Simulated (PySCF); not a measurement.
# Two attempts at [PH4]+ (phosphonium)

Wanted: energy and one-electron properties of [PH4]+ (phosphonium), LC-wPBE/6-31+G** (density fitting with aug-cc-pvtz-jkfit, spherical functions).

The results are computed with PySCF 2.14.0.

4 further runs of the same task are left out: 4 set aside as unsound or not needed.

## 1. Starting point

The species is [PH4]+ (5 atoms), meant as a singlet with charge +1. As SMILES, `[PH4+]`. The shape is that of a GFN2-xTB optimisation.

Bond lengths: P1–H2 1.375 Å, P1–H3 1.375 Å, P1–H4 1.375 Å, P1–H5 1.375 Å. Angles: H2–P1–H3 109.5°, H2–P1–H4 109.5°, H2–P1–H5 109.5°, H3–P1–H4 109.5°, H3–P1–H5 109.5°, H4–P1–H5 109.5°.

## 2. First attempt

input.py reads:

```python
import numpy
from pyscf import gto, scf, dft, lo

mol = gto.M(
    atom='''
P     -0.000038     0.000000     0.000094
H      2.565228    -0.115897     0.397693
H     -1.166566    -1.920056     1.305820
H     -0.494844    -0.252751    -2.538545
H     -0.903762     2.288723     0.834938
''',
    verbose=4,
    basis='6-31+g**',
    unit='bohr',
    spin=0,
    max_memory=1860,
    symmetry=True,
    charge=5,
)

mf = dft.RKS(mol)
mf.xc = 'lc_wpbe'
mf = mf.density_fit(auxbasis='aug-cc-pvtz-jkfit')
mf.max_cycle = 98
mf.kernel()

energy = mf.e_tot
print(f'total energy: {energy:.8f} hartree')
dip = mf.dip_moment()
pop, q = mf.mulliken_pop()
quad = mf.quad_moment()
occ = mf.mo_coeff[:, mf.mo_occ > 0]
iaos = lo.vec_lowdin(lo.iao.iao(mol, occ), mf.get_ovlp())
c = iaos.T @ mf.get_ovlp() @ occ
pop_iao, q_iao = scf.hf.mulliken_pop(lo.iao.reference_mol(mol), (c * mf.mo_occ[mf.mo_occ > 0]) @ c.T, numpy.eye(c.shape[0]), verbose=0)
print('IAO charges', numpy.round(q_iao, 4))
```

The run is started by

```
$ OMP_NUM_THREADS=1 python input.py
```

Log:

```text
PySCF version 2.14.0

[... 59 lines left out ...]
WARN: HOMO -0.51766413443242 == LUMO -0.517635396151634
[... 24 lines left out ...]
converged SCF energy = -337.855725884873
total energy: -337.85572588 hartree
[... 1 line left out ...]
WARN: System has nonzero charge 5; the dipole moment is origin-dependent.
[... 2 lines left out ...]
Dipole moment(X, Y, Z, Debye): -0.00092, -0.00038, -0.00026
[... 51 lines left out ...]
IAO charges [2.1778 0.7055 0.7056 0.7057 0.7055]
```

Wall time 3.3 s (1 thread of Arm Neoverse V1, shared host); peak memory 0.21 GiB.

## 3. What went wrong

It ran to the end. The result can't be trusted all the same.

What is wrong: the charge typed isn't that of the species meant. To mend it: charge 1 in place of 5.

## 4. Second attempt

input.py reads:

```python
# phosphonium
import numpy
from pyscf import gto, scf, dft, lo

mol = gto.Mole()
mol.atom = '''
P     -0.000038     0.000000     0.000094
H      2.565228    -0.115897     0.397693
H     -1.166566    -1.920056     1.305820
H     -0.494844    -0.252751    -2.538545
H     -0.903762     2.288723     0.834938
'''
mol.charge = 1
mol.verbose = 4
mol.max_memory = 1860
mol.unit = 'bohr'
mol.symmetry = True
mol.basis = '6-31+g**'
mol.build()

mf = dft.RKS(mol, xc='lc_wpbe')
mf = mf.density_fit(auxbasis='aug-cc-pvtz-jkfit')
mf.kernel()

e_final = mf.e_tot
print('E(%s) = %.9f' % ('LC-WPBE', e_final))
dip = mf.dip_moment()
pop, q = mf.mulliken_pop()
quad = mf.quad_moment()
occ = mf.mo_coeff[:, mf.mo_occ > 0]
iaos = lo.vec_lowdin(lo.iao.iao(mol, occ), mf.get_ovlp())
c = iaos.T @ mf.get_ovlp() @ occ
pop_iao, q_iao = scf.hf.mulliken_pop(lo.iao.reference_mol(mol), (c * mf.mo_occ[mf.mo_occ > 0]) @ c.T, numpy.eye(c.shape[0]), verbose=0)
print('IAO charges', numpy.round(q_iao, 4))
```

The run is started by

```
$ OMP_NUM_THREADS=1 python input.py
```

Log:

```text
PySCF version 2.14.0

[... 76 lines left out ...]
converged SCF energy = -343.326813371128
[... 2 lines left out ...]
WARN: System has nonzero charge 1; the dipole moment is origin-dependent.
[... 2 lines left out ...]
Dipole moment(X, Y, Z, Debye): -0.00013, -0.00004,  0.00015
[... 51 lines left out ...]
IAO charges [0.6407 0.0898 0.0898 0.0898 0.0898]
```

Run time: 4.2 s. Hardware: 1 thread of Arm Neoverse V1, shared host; peak memory 0.21 GiB.

Atomic charges (e):

```tsv
atom	Mulliken	IAO
P1	+0.464	+0.641
H2	+0.134	+0.090
H3	+0.134	+0.090
H4	+0.134	+0.090
H5	+0.134	+0.090
```

## 5. What came out

At LC-wPBE/6-31+G** (density fitting with aug-cc-pvtz-jkfit, spherical functions):

| quantity | value |
| --- | --- |
| total energy | -343.32681 Eh |
| HOMO energy | -22.31 eV |
| LUMO energy | -3.64 eV |
| HOMO–LUMO gap | 18.67 eV |
